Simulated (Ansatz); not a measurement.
Basis-set extrapolation for `C=CC(C)S` (PBE0-D4/def2-TZVP geometry, frozen core, Ansatz). Multiplicity 1, RHF reference.

```json
{"": "HF", "def2-TZVPP": "-553.706956", "def2-QZVPP": "-553.725466"}
{"": "MP2 correlation", "def2-TZVPP": "-0.855962", "def2-QZVPP": "-0.914251"}
{"": "CCSD(T) correlation", "def2-TZVPP": "-0.951162", "def2-QZVPP": "not run"}
```

Energies in hartree. Use E(X) = E(∞) + A·exp(−7.88·√X) for Hartree–Fock and E(X) = E(∞) + B·X^(−2.97) for correlation, with X = 3 and 4, and add CCSD(T) minus MP2 of the smaller set to the MP2 limit.

What is the CCSD(T) energy at the basis-set limit?

HF limit: -553.725466 + (-0.018510) × 0.13774 = -553.72802. MP2 limit: -0.914251 + (-0.058289) × 0.74074 = -0.95743. Higher-order term: -0.951162 − (-0.855962) = -0.09520. Total: -554.78065 hartree, 321.7 kJ/mol below CCSD(T)/def2-TZVPP.
